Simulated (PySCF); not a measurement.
**Mayer bond orders and bond lengths**

Compound: C3H3NO2.
Numbering: `[O:1]=[CH:2][O:3][C@@H:4]1[CH:5]=[N:6]1` (hydrogens: H7 on C2; H8 on C4; H9 on C5)

Bond orders from the PBE0/pcSseg-1 density (PySCF). One conformer (not necessarily the lowest) at the PBE0-D3(BJ)/def2-SVP geometry, without solvent, vibrations or thermal averaging.

**Question.** Where do the orders between heavy atoms depart from those drawn in the SMILES?

**Answer.** The largest departure is 0.251, at C5–N6 (drawn double, 1.749). Drawn single, order below 0.88: O3–C4 (0.872).

**Question.** Set the Mayer orders of the bonds beside their lengths.

**Answer.** 
```csv
bond,drawn as,length (Å),Mayer order
O1–C2,double,1.197,1.943
C2–O3,single,1.335,1.113
O3–C4,single,1.407,0.872
C4–C5,single,1.428,1.013
C5–N6,double,1.260,1.749
N6–C4,single,1.480,0.984
C2–H7,single,1.109,0.935
C4–H8,single,1.094,0.953
C5–H9,single,1.091,0.970
```

By pair of heavy elements: C–O: lowest O3–C4 (0.872, 1.407 Å), highest O1–C2 (1.943, 1.197 Å). C–N: lowest N6–C4 (0.984, 1.480 Å), highest C5–N6 (1.749, 1.260 Å).

**Question.** Sum the orders of all bonds at each heavy atom with more than one neighbour and set the sums beside the valence in the SMILES.

**Answer.** C2 3.991 (drawn 4), O3 1.985 (drawn 2), C4 3.822 (drawn 4), C5 3.732 (drawn 4), N6 2.733 (drawn 3). Orders between atoms that aren't bonded are not in these sums.

The Mayer order sums products of elements of PS (density times overlap matrix) between the two atoms' basis functions, so it depends on the basis set.

Conformer computed: `[O:1]=[CH:2][O:3][C@@H:4]1[CH:5]=[N:6]1`: O1–C2–O3–C4 -2°, C2–O3–C4–C5 -21°.
